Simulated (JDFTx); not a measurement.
Part of a log of a modified build of JDFTx for butadiene, C4H6 (SMILES C=CC=C), charge 0, multiplicity 1 (PBE, GBRV ultrasoft potentials, plane waves to 20/100 Ha):

```
unit cell volume = 10861.4
Chosen fftbox size, S = [  126  108  80  ]
unit cell volume = 10861.4
Chosen fftbox size, S = [  112  96  72  ]
  'C' pseudopotential, 'SLA  PW   PBE  PBE' functional
  4 valence electrons, 2 orbitals, 4 projectors, 721 radial grid points, with lMax = 1
  'H' pseudopotential, 'SLA  PW   PBX  PBC' functional
  1 valence electrons, 1 orbitals, 2 projectors, 615 radial grid points, with lMax = 0
Initialized 2 species with 10 total atoms.
Folded 1 k-points by 1x1x1 to 1 k-points.
nElectrons:  22.000000   nBands: 11   nStates: 1
average nbasis = 46349.000 , ideal nbasis = 46400.918
Correction to mu due to finite nuclear width = -0.00200972
   Cavity determined by nc: 0.0007 and sigma: 0.6
[...]
	Linear fluid (dielectric constant: 78.4) occupying 0.932444 of unit cell:	Completed after 26 iterations
[... later lines of the fluid solver are left out ...]
ElecMinimize: Iter:   0  Etot: -26.339924674237984  |grad|_K:  3.478e-05  alpha:  1.000e+00
ElecMinimize: Iter:   1  Etot: -26.340643741034754  |grad|_K:  1.449e-05  alpha:  1.165e+00  linmin: -5.039e-03
[... lines cut ...]
ElecMinimize: 	Step failed: resetting search direction.
ElecMinimize: Iter:  12  Etot: -26.340797961112031  |grad|_K:  6.976e-08  alpha:  2.681e-04
ElecMinimize: Iter:  13  Etot: -26.340797963096755  |grad|_K:  3.861e-08  alpha:  7.999e-01  linmin: -7.662e-04
ElecMinimize: Iter:  14  Etot: -26.340797964806836  |grad|_K:  2.130e-08  alpha:  2.251e+00  linmin:  9.430e-04
ElecMinimize: Converged (|Delta Etot|<1.000000e-07 for 2 iters).

# Energy components:
   A_diel =       -0.0078556003593828
   Eewald =       27.4968444095743081
       EH =       47.1621143744156299
     Eloc =     -110.8278201666561671
      Enl =        3.0820698445464214
      Exc =       -9.3491358876724515
 Exc_core =        0.1347049726095922
       KE =       15.9682800887352165
-------------------------------------
     Etot =      -26.3407979648068356
```

### Question
Which solvation model was used?
A. SCCS (g09 parameters)
B. soft-sphere model
C. CANDLE
D. linear PCM without cavity terms (LA12)

### Answer
D, linear PCM without cavity terms (LA12). The liquid was water (dielectric constant 78.4), no salt.
